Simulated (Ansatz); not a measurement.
C₃H₃FO, SMILES `OC1=C(F)C1`, relaxed with RKS PBE-D4/def2-SVP in the Gaussian-basis code of Ansatz from a rough embedded geometry. The force threshold is 0.03 eV/Å; the program also tests the step.

The species carries charge 0 and has multiplicity 1.

Start:

```xyz
8

O    -0.866    1.002    1.011
C    -0.279    0.742   -0.150
C    -0.358   -0.447   -0.789
F    -1.071   -1.384   -0.338
C     0.951    0.006   -0.368
H    -1.349    0.130    1.308
H     1.367   -0.472    0.472
H     1.604    0.423   -1.146
```

```tsv
step	energy (eV)	largest force (eV/Å)	largest move (Å)
1	-7904.6269	3.506	0.000
2	-7905.1861	1.255	0.194
3	-7905.4170	1.001	0.164
4	-7905.6830	0.627	0.200
5	-7905.8754	1.141	0.196
6	-7905.9709	1.654	0.195
7	-7906.0863	0.459	0.200
8 (rejected)	-7906.0731	0.693	0.123
9	-7906.0968	0.065	0.045
10 (rejected)	-7906.0965	0.154	0.016
11	-7906.0973	0.029	0.008
```

End:

```xyz
8

O    -0.815    1.197    1.174
C    -0.322    0.289    0.324
C    -0.329   -0.751   -0.470
F    -0.958   -1.772   -1.041
C     0.995   -0.052   -0.361
H    -1.760    0.992    1.327
H     1.824   -0.497    0.238
H     1.365    0.595   -1.190
```

Hardware: 2 threads of an Intel Xeon Platinum 8259CL on a shared host. Wall time 16 s, peak host memory 0.17 GiB.
